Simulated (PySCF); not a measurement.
State search for NaO

Unrestricted PBE0; PySCF, no relativity, basis sets Na def2-SVPD, O def2-SVPD. Outer shells of the fragments: Na 3s1; O 2s2 2p4.

Followed along the bond (rough minima from three points):

| 2Ms+1 | unpaired | ⟨S²⟩ at the start | R at minimum (Å) | Te (eV) |
| --- | --- | --- | --- | --- |
| 2 | π ↑ | 0.76 | 2.07 | 0.00 |
| 2 | σ ↑ | 0.75 | 1.97 | 0.31 |
| 4 | σ ↑, π ↑↑ | 3.75 | none in the scan | ≤ 2.77 |

Solutions found at the starting distance of 2.175 Å, counted from the lowest of them; the search is not exhaustive and high or unbound solutions are not listed, so other states can lie among these:

```tsv
2Ms+1	unpaired	term	E (eV)	⟨S²⟩	⟨Lz²⟩	μ (D)
2	π ↑	²Π	0.00	0.76	1.01	-8.57
2	σ ↑	²Σ⁺	0.41	0.75	0.00	-9.07
4	σ ↑, π ↑↑	⁴Σ⁻	2.87	3.75	0.00	2.21
2	σ ↓, π ↑↑	mixed	2.92	1.75	0.00	2.59
4	σ ↑↑, π ↑	⁴Π	3.13	3.75	1.00	2.36
2	σ ↑, π ↑↓	mixed	3.67	1.75	2.01	2.38
4	π ↑↑↑	⁴Π	4.43	3.75	1.00	0.84
4	σ ↑, π ↑↑	mixed	4.74	3.75	2.00	0.91
4	σ ↑, π ↑↑	mixed	4.81	3.75	2.00	1.14
```

A term symbol is given only where ⟨S²⟩ and ⟨Lz²⟩ are close to those of a pure state; real π, δ and φ orbitals otherwise mix terms. A positive dipole means Na(−)O(+).

Compare the gap between the two lowest followed solutions at the starting distance with the gap between their minima.

At PBE0 the second solution (doublet, unpaired electrons σ ↑) lies +0.41 eV from the first (doublet, unpaired electrons π ↑) at 2.175 Å and +0.31 eV at the minima; the two curves relax by different amounts, since their minima lie near 1.97 and 2.07 Å.

The measured ground state is X ²Π (Huber and Herzberg, Constants of Diatomic Molecules (1979)).

Counting both spins, an empty level lies below a filled one in some of these solutions, because spin and occupation are held.
